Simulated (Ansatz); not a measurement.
`OC(F)CF`, 9 atoms. Charge 0, multiplicity 1. All runs use 2 threads of an Arm Neoverse V2 on a shared host. Correlated methods freeze the cores.

(1) How many basis functions does each run have, and how long does it take in Ansatz? RKS B97M-V/def2-TZVPP energy; RKS LC-ωPBE/def2-TZVPP energy; RKS PBE0-D4/def2-TZVP frequencies; RKS ωB97M-V/def2-SVP energy; RKS revPBE-D4/def2-TZVPP energy; RHF-CCSD(T)/def2-SVP energy; RKS PBE0-D4/def2-TZVP relaxation (7 steps); RHF-CCSD(T)/def2-TZVPP energy; RKS ωB97M-V/def2-QZVPP energy; direct RPA on PBE orbitals/def2-TZVPP energy; RKS ωB97X-V/def2-TZVPP energy; RKS PBE0-D4/def2-QZVPP energy. (An estimate is asked.)

Answers

(1) The calculation gave: Other jobs shared the machine, so times are rough.

```tsv
level	job	functions	wall time	peak host memory (GiB)
RKS revPBE-D4/def2-TZVPP	energy	211	2 s	0.22
RKS LC-ωPBE/def2-TZVPP	energy	211	2.5 s	0.3
RKS ωB97M-V/def2-SVP	energy	90	3.8 s	0.23
RHF-CCSD(T)/def2-SVP	energy	90	5.5 s	0.36
direct RPA on PBE orbitals/def2-TZVPP	energy	211	5.5 s	0.44
RKS PBE0-D4/def2-QZVPP	energy	405	7 s	0.99
RKS ωB97X-V/def2-TZVPP	energy	211	8 s	0.55
RKS B97M-V/def2-TZVPP	energy	211	9 s	0.28
RKS ωB97M-V/def2-QZVPP	energy	405	17 s	1.2
RKS PBE0-D4/def2-TZVP	relaxation (7 steps)	179	24 s	0.36
RKS PBE0-D4/def2-TZVP	frequencies	179	110 s	0.37
RHF-CCSD(T)/def2-TZVPP	energy	211	2.3 min	3.3
```

LC-ωPBE has ω = 0.4 bohr⁻¹.
